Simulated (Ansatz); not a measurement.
We consider bcc Ba, described by r²SCAN (Ansatz, a first-principles code, plane waves, PAW).

Settings: plane-wave cutoff 560 eV, 16×16×16 k mesh, Fermi–Dirac smearing 0.05 eV, scalar-relativistic PAW data made under PBE.

Pressure at four volumes; x = ln(V/65.155 Å³). One pressure is withheld.

| V (Å³/atom) | x | P (GPa) |
|---|---|---|
| 61.245 | -0.0619 | ? |
| 62.549 | -0.0408 | 0.363 |
| 65.155 | 0.0000 | 0.002 |
| 69.064 | 0.0583 | -0.452 |

**Question.** Pass a parabola P(x) through the three rows shown, estimate the bulk modulus and its pressure derivative near zero pressure, and predict the withheld pressure.

**Answer.** Slopes between the rows: (0.002 − (0.363))/(0.0000 − (-0.0408)) = -8.85 and (-0.452 − (0.002))/(0.0583 − (0.0000)) = -7.79 GPa. Their difference over the span 0.0991 is c = 1.06/0.0991 = 10.7 GPa, so P(x) = 0.363 + (-8.85)(x − (-0.0408)) + 10.7 (x − (-0.0408))(x − (0.0000)). At the middle row B = −dP/dx = −[-8.85 + 10.7 × 0.0408] = 8.4 GPa, and B′ = dB/dP = 2c/B = 2.5. At x = -0.0619 the parabola gives 0.564 GPa; the run gives 0.563 GPa. The Birch–Murnaghan fit to the energies at all volumes has B0 = 8.4 GPa and B′ = 2.5.

Measured, for comparison: bulk modulus 9.3 GPa (corrected for temperature and zero-point phonon effects, sources range from 9.3 to 10.6; as tabulated in Levämäki et al. (2014), arXiv:1402.3671). Computed less measured: bulk modulus -10 % (-10 % to -21 % over the range).

Spin–orbit coupling is not included.
